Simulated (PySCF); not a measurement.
## Spin states of SN

Unrestricted PBE0; basis S jorge-DZP-DKH, N jorge-DZP-DKH; spin-free X2C with a Gaussian nucleus; PySCF 2.14. Outer shells of the fragments: S 3s2 3p4; N 2s2 2p3.

Followed along the bond (rough minima from three points):

| 2Ms+1 | unpaired | ⟨S²⟩ at the start | R at minimum (Å) | Te (eV) |
| --- | --- | --- | --- | --- |
| 2 | π ↑ | 0.80 | 1.52 | 0.00 |
| 4 | π ↑↑↑ | 3.76 | none in the scan | ≤ 2.47 |

Solutions found at the starting distance of 1.640 Å, counted from the lowest of them; the search is not exhaustive and high or unbound solutions are not listed, so other states can lie among these:

```csv
2Ms+1,unpaired,term,E (eV),⟨S²⟩,⟨Lz²⟩,μ (D)
2,π ↑,²Π,0.00,0.80,1.00,-1.51
4,π ↑↑↑,⁴Π,2.27,3.76,1.00,-1.53
2,π ↑↑↓,mixed,2.84,1.76,3.02,-1.60
4,"σ ↑, π ↑↑",⁴Σ⁻,2.97,3.76,0.00,-0.45
2,"σ ↑, π ↑↓",mixed,3.80,1.76,2.01,-0.80
2,"σ ↓, π ↑↑",mixed,3.92,1.77,0.00,-0.87
```

A term symbol is given only where ⟨S²⟩ and ⟨Lz²⟩ are close to those of a pure state; real π, δ and φ orbitals otherwise mix terms. A positive dipole means S(−)N(+).

Counting both spins, an empty level lies below a filled one in some of these solutions, because spin and occupation are held.
